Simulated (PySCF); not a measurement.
# How the functional moves excitation energies

C₃H₈O.
InChI=1S/C3H8O/c1-3-4-2/h3H2,1-2H3

Linear-response calculations in the def2-SVPD basis (PySCF; singlets by full response, triplets Tamm–Dancoff, core orbitals frozen in the response; HF means time-dependent Hartree–Fock). 'Strongest' is the level of largest summed f among the singlets computed (10 roots, of which the last may lack a degenerate partner); it can jump between rows when another state enters that window. S1 is the lowest singlet of each run and needn't be the same state throughout; f(S1) is that of one state. Geometry: PBE0-D3(BJ)/def2-SVP, one conformer, isolated molecule.

| functional | kind | S1 (eV) | f(S1) | strongest (eV) | T1 (eV) | HOMO (eV) | gap (eV) | ionisation energy, ΔSCF (eV) |
| --- | --- | --- | --- | --- | --- | --- | --- | --- |
| LDA | LDA | 6.02 | 0.026 | 7.38 | 5.91 | -5.94 | 6.00 | 9.61 |
| PBE | GGA | 6.03 | 0.023 | 7.36 | 5.88 | -5.86 | 5.99 | 9.50 |
| PBE0 | global hybrid, 25% exact exchange | 6.98 | 0.032 | 8.35 | 6.78 | -7.43 | 8.25 | 9.74 |
| BHandHLYP | global hybrid, 50% exact exchange | 7.70 | 0.039 | 9.11 | 7.47 | -8.98 | 10.26 | 9.81 |
| CAM-B3LYP | range-separated hybrid | 7.15 | 0.032 | 8.52 | 6.96 | -8.89 | 10.32 | 9.90 |
| wB97X-D | range-separated hybrid | 7.38 | 0.035 | 8.78 | 7.31 | -9.35 | 11.81 | 9.85 |
| LC-wPBE | range-separated hybrid | 7.71 | 0.032 | 9.09 | 7.43 | -10.17 | 12.68 | 9.98 |
| HF | Hartree–Fock | 9.04 | 0.061 | 10.51 | 8.54 | -11.44 | 14.19 | not settled |

What does B3LYP (global hybrid, 20% exact exchange) give?

S1 (eV) 6.72, f(S1) 0.030, strongest (eV) 8.08, T1 (eV) 6.57, HOMO (eV) -7.21, gap (eV) 7.73, ionisation energy, ΔSCF (eV) 9.80. S1 runs from 6.02 eV (LDA) to 9.04 eV (HF), a spread of 3.02 eV, while the orbital gap spreads over 8.2 eV. Along PBE (0%), B3LYP (20%), PBE0 (25%), BHandHLYP (50%), HF (100%) S1 rises with the share of exact exchange. −ε(HOMO) comes closest to its own ΔSCF ionisation energy with LC-wPBE (+0.19 eV) and misses most with LDA (-3.66 eV). 'Not settled' means that the ion's SCF failed to converge or may have ended in another state than the lowest.
